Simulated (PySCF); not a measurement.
## P2: input and log

State: ¹Σg⁺ (singlet), closed shell.

An equivalent input (the run itself took its basis sets from the Basis Set Exchange, started from a PBE0 density and held the occupation σ 9α 9β, πx 3α 3β, πy 3α 3β):

```python
from pyscf import gto, dft, mp
mol = gto.M(atom='P 0 0 0; P 0 0 1.894', basis={'P': 'def2-SVPD'},
            charge=0, spin=0, verbose=4, symmetry='C2v')
mf = dft.UKS(mol, xc='0.53*HF + 0.47*B88, 0.73*LYP')
mf.grids.atom_grid = (80, 434)
mf.grids.prune = dft.gen_grid.treutler_prune
mf.irrep_nelec = {'A1': (9, 9), 'B1': (3, 3), 'B2': (3, 3)}
mf.conv_tol = 1e-9
mf.max_cycle = 60
mf.diis_space = 10
mf.kernel()
pt = mp.MP2(mf, frozen=10).run()
e_total = mf.e_tot + 0.27*pt.e_corr
```

The log (some set-up lines and the per-cycle HOMO/LUMO lines removed):

```
******** <class 'pyscf.dft.uks_symm.SymAdaptedUKS'> ********
method = SymAdaptedUKS
damping factor = 0
level_shift factor = 0
DIIS = <class 'pyscf.scf.diis.CDIIS'>
diis_start_cycle = 1
diis_space = 10
diis_damp = 0
SCF conv_tol = 1e-09
SCF conv_tol_grad = None
SCF max_cycles = 60
number electrons alpha = 15  beta = 15
Set gradient conv threshold to 3.16228e-05
init E= -682.142250911566
cycle= 1 E= -682.143191494969  delta_E= -0.000941  |g|= 0.00381  |ddm|= 0.133
cycle= 2 E= -682.14321019695  delta_E= -1.87e-05  |g|= 0.00097  |ddm|= 0.021
cycle= 3 E= -682.143211153419  delta_E= -9.56e-07  |g|= 0.000403  |ddm|= 0.00356
cycle= 4 E= -682.143211283169  delta_E= -1.3e-07  |g|= 3.52e-05  |ddm|= 0.000816
cycle= 5 E= -682.14321128462  delta_E= -1.45e-09  |g|= 7.04e-06  |ddm|= 0.000132
cycle= 6 E= -682.143211284673  delta_E= -5.35e-11  |g|= 1.27e-06  |ddm|= 2.07e-05
Extra cycle  E= -682.143211284677  delta_E= -4.09e-12  |g|= 1.06e-06  |ddm|= 3.55e-06
converged SCF energy = -682.143211284677  <S^2> = 2.7911362e-10  2S+1 = 1
```

Repeating this along the bond gives Re = 1.914 Å and ωe = 770 cm⁻¹.

A point of this curve took 0.68 CPU seconds beside 0.078 for the integrals, on Arm Neoverse N1 (shared host).

Correlated steps freeze 10 core orbitals. B2PLYP dipoles, levels and charges come from its SCF part alone.
